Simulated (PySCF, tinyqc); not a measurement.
Worked calculation (part 2 of 2): RKS/exchange-only LDA in the sto-3g basis, for BH, spin multiplicity 1. The lowest restricted solution is unstable here: a spin-polarised one lies 0.0057 hartree lower (PySCF). Computed by tinyqc, a small Python program that keeps every step (integrals from PySCF). Command: `OMP_NUM_THREADS=1 python tinyqc.py 24908 24909 out.jsonl` (the two numbers bound the seeds that draw the settings). One thread of a shared host (Intel(R) Xeon(R) Processor @ 2.60GHz), about 0.4 s of CPU time with the checks.

Geometry (angstrom):

| atom | x | y | z |
|---|---|---|---|
| B | 0.000000 | 0.000000 | 0.000000 |
| H | 0.000000 | 0.000000 | 1.248000 |

## Populations, bond orders and dipole

D after iteration 8:
```
            1B 1s      1B 2s    1B 2px    1B 2py     1B 2pz      2H 1s
1B 1s    2.140813  -0.524197  0.000000  0.000000   0.141708  -0.057119
1B 2s   -0.524197   2.037177  0.000000  0.000000  -0.567273  -0.085064
1B 2px   0.000000   0.000000  0.000000  0.000000   0.000000   0.000000
1B 2py   0.000000   0.000000  0.000000  0.000000   0.000000   0.000000
1B 2pz   0.141708  -0.567273  0.000000  0.000000   0.746767   0.700585
2H 1s   -0.057119  -0.085064  0.000000  0.000000   0.700585   0.784463
```

overlap S:
```
           1B 1s     1B 2s    1B 2px    1B 2py    1B 2pz     2H 1s
1B 1s   1.000000  0.269328  0.000000  0.000000  0.000000  0.058266
1B 2s   0.269328  1.000000  0.000000  0.000000  0.000000  0.446345
1B 2px  0.000000  0.000000  1.000000  0.000000  0.000000  0.000000
1B 2py  0.000000  0.000000  0.000000  1.000000  0.000000  0.000000
1B 2pz  0.000000  0.000000  0.000000  0.000000  1.000000  0.467990
2H 1s   0.058266  0.446345  0.000000  0.000000  0.467990  1.000000
```

Mulliken: Z minus the diagonal of D S on the atom; Loewdin: the same with S^(1/2) D S^(1/2); Mayer order: 2 sum_s sum (D(s) S)_ij (D(s) S)_ji over the two atoms.

Charges (e):

| atom | Mulliken | Loewdin |
|---|---|---|
| 1B | 0.071034 | 0.072069 |
| 2H | -0.071034 | -0.072069 |

Mayer bond orders:

| pair | order |
|---|---|
| 2-1 | 0.994954 |

dipole moment about the origin, x y z (debye): 0.000000  0.000000  0.921643
